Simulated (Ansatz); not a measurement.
Ansatz (a first-principles code) input (HF/6-31G*):

Ansatz 0.2 input:
```yaml
crystal:
  periodic: [false, false, false]
  atoms:
    - {symbol: C, position_ang: [-0.15850994, -1.62223750, 0.00468419]}
    - {symbol: C, position_ang: [0.57677063, -0.52583514, -0.00225960]}
    - {symbol: C, position_ang: [-0.00812228, 0.79330792, -0.00177561]}
    - {symbol: H, position_ang: [-1.23200385, -1.58685484, 0.01105923]}
    - {symbol: H, position_ang: [0.30330406, -2.59176527, 0.00413639]}
    - {symbol: H, position_ang: [1.65018066, -0.56005931, -0.00863680]}
    - {symbol: N, position_ang: [-0.45461592, 1.83818111, -0.00149324]}
basis:
  gaussian:
    orbitals: 6-31G*
hamiltonian:
  xc: {name: HF}
phonons: {temperatures: {t_min: 298.15, t_max: 298.15, t_step: 100}}
```

Problem. Which harmonic wavenumbers does it give?

Solution. 262, 393, 631, 782, 933, 1109, 1132, 1203, 1438, 1577, 1850, 2607, 3357, 3394, 3447 cm⁻¹ (unscaled; negative means imaginary).
